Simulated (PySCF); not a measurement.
## Two structures, one formula

Two relaxed structures of Si2H2O, singlet (PBE0-D4/def2-TZVP; forces vanish, vibrations not checked).

A:

O1  (-0.144, -0.066, 0.206)
Si2  (-1.445, -0.496, -0.703)
Si3  (1.022, 0.280, 1.314)
H4  (-1.475, 0.781, -1.562)
H5  (2.193, -0.314, 0.512)
(Å)

B:

O1  (-0.008, 0.028, -0.381)
Si2  (-0.892, 0.215, 0.975)
Si3  (1.465, 0.495, 0.485)
H4  (-2.306, -0.065, 0.512)
H5  (1.740, -0.878, 1.128)
(Å)

Program: PySCF 2.14 with density fitting (its default auxiliary sets; JK sets also for MP2 and CCSD(T)). Basis: def2-TZVPP. Cores are frozen in the correlated methods. B3LYP uses VWN-RPA correlation.

**Question.** Which structure is lower at CCSD(T), and by how much? (To be estimated.)

**Answer.** Computed: A, by 0.514 eV (electronic energy, against the other). By their contacts, A is Si₂H₂O ([SiH][O][SiH]) and B is Si₂H₂O ([O]1[SiH][SiH]1).

All methods give the same order:

| method | E(B) − E(A) (eV) |
| --- | --- |
| PBE-D4 | 0.323 |
| r2SCAN-D4 | 0.342 |
| PBE0-D4 | 0.383 |
| B3LYP-D4 | 0.566 |
| wB97M-V | 0.504 |
| HF | 0.873 |
| MP2 | 0.452 |
| CCSD | 0.601 |
| CCSD(T) | 0.514 |

No T1 diagnostic of these runs exceeds 0.021. The restricted Hartree–Fock reference is unstable towards an unrestricted one at one or more of these structures.

Labels in which every atom is bracketed show which atoms are joined, not bond orders.

For scale, one of the runs: CCSD(T)/def2-TZVPP, 143 basis functions, launched by `OMP_NUM_THREADS=2 python run.py`. The run took 35 s on 2 CPU threads of an AMD EPYC 9B45 (shared host), with 0.73 GiB of host memory at its peak.
